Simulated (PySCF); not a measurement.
## What each rung costs, and what it gives

Saddle point of CH7FSi, singlet (CH₅FSi ([CH3][SiH2][F]) + H₂ → CH₆Si ([CH3][SiH3]) + HF; bonds formed: Si1–H7, F2–H6; bonds broken: Si1–F2, H6–H7), PBE0-D4/def2-TZVP structure:

Si1  (-0.372, 0.072, -0.567)
F2  (1.484, 0.669, -0.854)
H3  (-0.279, -0.616, -1.873)
H4  (-1.838, 0.364, -0.435)
C5  (0.091, -0.820, 0.994)
H6  (0.656, 1.541, -0.694)
H7  (-0.265, 1.773, -0.536)
H8  (0.131, -0.115, 1.828)
H9  (-0.673, -1.566, 1.229)
H10  (1.064, -1.301, 0.908)
(Å)

Barriers are electronic and count from the start structure reached by relaxing down the imaginary mode.

Computed with PySCF 2.14 with density fitting (its default auxiliary sets; JK sets also for MP2 and CCSD(T)) (basis: as named in each row); correlated methods freeze the cores. B3LYP uses VWN-RPA correlation. Extrapolation: Hartree–Fock as exp(−7.88 √X), correlation as X^−2.97.

Times are rough, for one single point on 4 threads of a shared host (Arm Neoverse V1).

The estimate by CCSD(T) at an estimated basis limit (MP2 extrapolated from triple and quadruple zeta, plus CCSD(T) − MP2 in triple zeta) is 253.8 kJ/mol.

```tsv
method	basis	time (s)	barrier (kJ/mol)	method less estimate
HF	STO-3G	under 1	434.2	180.4
B3LYP-D4	6-31G	3	236.9	-16.9
PBE0-D4	def2-SVP	4	214.1	-39.7
PBE-D4	def2-SVP	4	195.2	-58.6
MP2	def2-QZVPP	4	253.3	-0.5
SPW92	def2-TZVPP	9	175.7	-78.2
PBE0-D4	def2-TZVPP	10	229.5	-24.3
BHLYP-D4	def2-TZVPP	10	267.8	14.0
B3LYP-D4	def2-TZVPP	11	246.2	-7.6
CCSD(T)	def2-SVP	12	249.8	-4.0
PBE-D4	def2-TZVPP	12	210.4	-43.5
r2SCAN-D4	def2-TZVPP	28	231.6	-22.3
wB97M-V	def2-TZVPP	180	243.3	-10.5
CCSD(T)	def2-TZVPP	380	255.6	1.8
```

All methods are single points on the PBE0-D4 structures.

The T1 diagnostic stays at or below 0.013.

Labels in which every atom is bracketed show which atoms are joined, not bond orders.
